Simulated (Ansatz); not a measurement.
Born–Oppenheimer molecular dynamics of ClH + H2S (5 atoms, charge 0, multiplicity 1). It starts from a relaxed structure.

These are results of Ansatz, RKS revPBE-D4/6-31G*, not measurements.

* ensemble: NVE (velocity Verlet)
* time step: 0.5 fs
* steps asked: 266
* starting velocities drawn for: 1000 K
* seed: 452163

First frame:

```xyz
5
Properties=species:S:1:pos:R:3
Cl -0.242 -0.156 -2.477
H 0.135 0.013 -1.222
S 0.600 0.233 1.032
H 0.070 -0.974 1.363
H -0.562 0.884 1.304
```

(1) How far do the bonds stretch over the last three quarters of this one trajectory? (Pairs bonded in most of those frames.)

Results:

(1) 
| bond | mean (Å) | spread (Å) | shortest | longest |
| --- | --- | --- | --- | --- |
| Cl1–H2 | 1.346 | 0.094 | 1.19 | 1.47 |
| S3–H4 | 1.365 | 0.047 | 1.29 | 1.43 |
| S3–H5 | 1.363 | 0.035 | 1.31 | 1.42 |

Mean temperature of the second half: 495 K. The conserved energy stayed within 0.98 meV per atom of its start (net change 0.12 meV per atom), so the integration is sound. Over the second half the temperature averaged 0.49 of the 1000 K drawn at the start: a run that starts near a minimum puts about half its kinetic energy into the potential. A run of 0.13 ps of so small a system gives no equilibrium averages.

The run took 4.8 min on 1 thread of Intel(R) Xeon(R) Platinum 8259CL CPU @ 2.50GHz (Skylake/Cascade Lake), on a shared host, peak memory 0.099 GiB.
